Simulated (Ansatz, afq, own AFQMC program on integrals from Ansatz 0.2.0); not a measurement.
## Where AFQMC and coupled cluster stand for Br, doublet

A free Br atom.

Basis def2-TZVPP. Noble-gas cores (and the filled d shells of Ga–Kr and In–Xe) are frozen. AFQMC by an in-house program on the Cholesky factors that Ansatz 0.2.0 writes for its CCSD(T) run. ph-AFQMC/CISD is guided by a CISD state made of CCSD amplitudes; releasing the constraint for a short imaginary time cuts its bias at the price of noise, slowly where states lie close. ± is one standard error of the sampling. No spin–orbit coupling.

Determinant: UHF, the one that the program's search chose, which needn't be the lowest solution.

No full CI on the walks' own integrals is used here; CCSDTQ serves as the reference and is uncertain by about the last step of the cluster series.

Cautions: no relativity below Rb; no spin-orbit coupling; inner d shell frozen.

```
T1 diagnostic                               : 0.0065
weight of the determinant in the CISD state : 0.935
⟨S²⟩ of the determinant                     : 0.759
size of the correlated space                : 7 electrons in 34 orbitals
```

```csv
level,correlation energy (eV)
MP2,-3.6483
CCSD,-4.1820
CCSD(T),-4.3063
```

Question: Estimate where AFQMC with the constraint released lies against CCSD(T) on the same integrals.

Answer: 19.5 ± 1.3 meV below CCSD(T).

Reference: CCSDTQ, correlation energy -4.324 eV. The released energy is read at 1.50 1/Eh (meV from the phaseless value at times in 1/Eh: -5.9 ± 1.7 at 0.24, -8.2 ± 1.6 at 0.50, -8.1 ± 1.0 at 1.00, -11.3 ± 1.3 at 1.50).

```json
{"level": "CCSD(T)", "E − E(reference) (meV)": "18.2", "share of correlation (%)": "99.58"}
{"level": "CCSDT", "E − E(reference) (meV)": "3.3", "share of correlation (%)": "99.92"}
{"level": "CCSDT(Q)", "E − E(reference) (meV)": "0.2", "share of correlation (%)": "99.99"}
{"level": "ph-AFQMC/HF", "E − E(reference) (meV)": "59.7 ± 12.5", "share of correlation (%)": "98.62"}
{"level": "ph-AFQMC/CISD", "E − E(reference) (meV)": "10.1 ± 2.6", "share of correlation (%)": "99.77"}
{"level": "released AFQMC", "E − E(reference) (meV)": "-1.3 ± 1.3", "share of correlation (%)": "100.03"}
```

CCSDT and higher add their correlation energy to the determinant of the CCSD(T) run, since their own runs factorise the integrals more tightly (a shift of under 2 meV). A walk keeps the symmetry of its determinant, which the program's search chose and which needn't be the lowest solution, so a lower state of the same spin and another symmetry isn't excluded. Released energies are given only where the last usable release times agree within the noise; a slower fall can still hide under it.
